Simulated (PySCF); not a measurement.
Point-charge models of cyclopropylacetylene (`C#CC1CC1`) against its computed dipole.

Coordinates (PBE0-D3(BJ)/def2-SVP, Å) and charges (e) from the PBE0/pcSseg-1 density (PySCF):

```csv
atom,x,y,z,Mulliken,IAO,Hirshfeld,ESP-fitted
C1,2.527,-0.078,0.162,-0.3799,-0.2604,-0.1331,-0.3943
C2,1.348,-0.044,0.444,+0.2929,-0.0268,-0.0430,-0.0572
C3,-0.051,-0.004,0.772,-0.3194,-0.1496,-0.0291,+0.0102
C4,-1.058,-0.725,-0.097,-0.1895,-0.2721,-0.0772,-0.3180
C5,-1.016,0.766,-0.100,-0.1891,-0.2719,-0.0771,-0.3186
H6,3.572,-0.109,-0.083,+0.0623,+0.1982,+0.0900,+0.2870
H7,-0.262,0.004,1.847,+0.1572,+0.1657,+0.0586,+0.1411
H8,-0.668,-1.253,-0.970,+0.1447,+0.1571,+0.0524,+0.1777
H9,-1.884,-1.228,0.411,+0.1381,+0.1514,+0.0529,+0.1465
H10,-1.813,1.317,0.405,+0.1381,+0.1513,+0.0529,+0.1464
H11,-0.597,1.268,-0.976,+0.1447,+0.1571,+0.0525,+0.1792
```

Form Σ q r in debye for every column and set it beside the full dipole.

The full density gives (-0.93, 0.03, -0.05) D, 0.93 D in size; dipole vectors point from the negative to the positive end.

```csv
scheme,μx,μy,μz,size (D),share of the full size (%),angle to the full dipole (°)
Mulliken,-3.21,0.09,-0.12,3.21,345,1
IAO,-1.04,0.03,-0.04,1.04,112,1
Hirshfeld,-0.91,0.03,-0.03,0.91,97,1
ESP-fitted,-0.93,0.03,-0.05,0.93,100,0
```

Which set comes closest?

Length of the difference vector: ESP-fitted 0.01 D, Hirshfeld 0.03 D, IAO 0.11 D, Mulliken 2.28 D. Closest: ESP-fitted. ESP charges are fitted to the potential around the molecule, whose slowest-falling term is the dipole's. 

What is left for the Hirshfeld atoms' own dipoles?

The Hirshfeld atoms' densities add up to the full density, so μ = Σ q r + Σ (atomic dipoles). The atomic dipoles sum to (-0.93, 0.03, -0.05) − (-0.91, 0.03, -0.03) = (-0.02, 0.00, -0.02) D, 0.03 D in size.

With the origin at the mean of the coordinates, (0.009, -0.008, 0.165) Å, which are the largest single terms, by size, of the ESP-fitted dipole along the direction of the full one?

H6 -4.89, C1 +4.76, C5 -1.62, C4 -1.62, H9 +1.30 D; all 11 atoms together +0.93 D. The single terms depend on the origin, their sum doesn't.

Give the size of the full dipole in other units.

0.93 D = 0.366 au = 0.194 e·Å = 3.11 × 10⁻³⁰ C·m.

Isolated species at its PBE0-D3(BJ)/def2-SVP geometry, gas phase.
